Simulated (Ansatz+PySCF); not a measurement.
A calculation with Ansatz (development build ahead of 0.2.0).

```yaml
crystal:
  periodic: [false, false, false]
  atoms:
    - { symbol: Si, position_ang: [0.0, 0.0, 0.0] }
    - { symbol: S, position_ang: [1.02453, 1.36604, 2.95756] }
basis:
  gaussian: { orbitals: STO-3G }
magnetization:
  initial_magnetization: 2
hamiltonian:
  xc: hf
correlation:
  method: fci
  frozen_orbitals: { S: 5, Si: 5 }
```

The input is written out in the form of the current development build from the run's settings.

Output:

* Converged: yes
* Total energy: -678.61742 hartree
* State: lowest triplet root, of any spatial symmetry
